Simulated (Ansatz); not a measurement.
Calculated with Ansatz (gas phase, PBE0-D4/def2-TZVP geometries, no zero-point term in ΔE). CCSD(T)/CBS is the MP2 limit (def2-TZVPP, def2-QZVPP) plus CCSD(T) − MP2 in def2-TZVPP, frozen cores. This one scheme is used for every species, atoms too. Functionals use def2-TZVPP. B3LYP here is the variant with VWN-RPA as its local correlation; programs differ in this. No spin–orbit coupling; open shells (•) take unrestricted orbitals. Spin–orbit coupling would lower the free atoms: a little for C, F.

`CC(C)=CF` → 4 C• + F• + 7 H•  (atomization)

`CC(C)=CF`:

```xyz
12

C    -1.153    0.549    0.579
C     0.154    0.088    0.024
C     0.163   -1.175   -0.773
C     1.284    0.751    0.213
F     1.345    1.892    0.919
H    -1.052    1.475    1.143
H    -1.580   -0.214    1.238
H    -1.876    0.710   -0.227
H    -0.203   -2.015   -0.174
H     1.163   -1.424   -1.133
H    -0.500   -1.092   -1.640
H     2.254    0.455   -0.170
```

```json
{"level": "r2SCAN-D4", "ΔE (kcal/mol)": "1171.7"}
{"level": "ωB97X-V", "ΔE (kcal/mol)": "1167.7"}
{"level": "PBE0", "ΔE (kcal/mol)": "1173.1"}
{"level": "B3LYP", "ΔE (kcal/mol)": "1161.4"}
{"level": "MP2/def2-TZVPP", "ΔE (kcal/mol)": "1158.4"}
{"level": "CCSD(T)/def2-TZVPP", "ΔE (kcal/mol)": "1140.4"}
{"level": "MP2/def2-QZVPP", "ΔE (kcal/mol)": "1173.5"}
{"level": "HF/CBS(def2)", "ΔE (kcal/mol)": "871.5"}
```

Q: What does CCSD(T)/CBS give? (Estimate.)

A: Computed: +1165.9 kcal/mol. The listed levels differ from it by 5.8, 1.8, 7.2, -4.5, -7.5, -25.5, 7.6, -294.4 kcal/mol.

Largest T1 diagnostic among the species: 0.011.

The D4 term adds +7.4 kcal/mol with B3LYP and +3.9 kcal/mol with PBE0; it sums over pairs of atoms, weighted by their polarisabilities, and B3LYP, whose exchange is more repulsive, gets the larger term. From PBE to PBE0 (25 % exact exchange), in def2-TZVPP and without D4, ΔE moves by −19.9 kcal/mol: exact exchange takes away binding that semilocal exchange gives to molecules.

For atomizations the MP2-based limit and the directly extrapolated one differ by several kJ/mol either way, and by 10 to 25 for some Ge, Se and Sn compounds, so smaller differences from it don't rank the levels.
